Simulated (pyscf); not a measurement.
PySCF, gas phase, ωB97X-D3(BJ)/def2-SVP geometries.

Q: How much does it cost (ΔH, 298 K, ωB97M-D3(BJ)/def2-TZVP) to split F–Ge(F)=GeH₂ at its Ge–H bond into [F–Ge(F)=GeH]• + H•?

A: Ge–H to [F–Ge(F)=GeH]• + H•: 276.1 kJ/mol. The 7 functionals that were run give +260.0 (M06-2X) to +276.9 kJ/mol (ωB97X-D3(BJ)). The radicals are drawn with the spin at the cut bond; how far it spreads was not checked. Other isomers of [F–Ge(F)=GeH]• were not searched in full and may lie lower. Elements up to Kr have no core potential and no relativistic terms here.
